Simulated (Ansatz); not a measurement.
Z-matrix (Å, degrees):
```
B
B 1 1.671
H 1 1.200 2 122.0
H 1 1.200 2 122.0 3 -174.5
O 2 1.357 1 123.3 3 -92.8
H 2 1.214 1 118.1 3 87.3
H 5 0.960 2 113.4 1 180.0
```

Total charge 0; spin multiplicity 1.

(1) List the B3LYP/def2-TZVPP orbital energies in eV (Ansatz 0.2.0). (Best estimate.)

Results:

(1) The calculation gave: Occupied: -521.29, -183.84, -183.49, -28.29, -15.80, -13.71, -12.41, -10.43, -10.26, -9.34, -7.77. Lowest empty: -2.01, -0.47, 0.65, 2.04, 2.58, 2.88, 3.20, 4.05.

B3LYP here is the variant with VWN-RPA as its local correlation; programs differ in this.
